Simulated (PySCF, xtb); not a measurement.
nitrogen trifluoride cation (F3N), SMILES FN(F)F (connectivity only; charge and spin as stated), charge +1, multiplicity 2.

Harmonic wavenumbers (cm⁻¹) from GFN2-xTB in xtb at its own minimum, in rising order: 458, 458, 485, 906, 1116, 1116.

Q: What does PBE-D3(BJ)/def2-TZVP (PySCF) give at its own minimum? (An estimate is asked for; the answer gives what the named calculation found.)

A: 502, 502, 656, 942, 1150, 1150. Paired by order, the mean absolute difference is 60 cm⁻¹ and the zero-point energies are 6.5 and 7.0 kcal/mol.
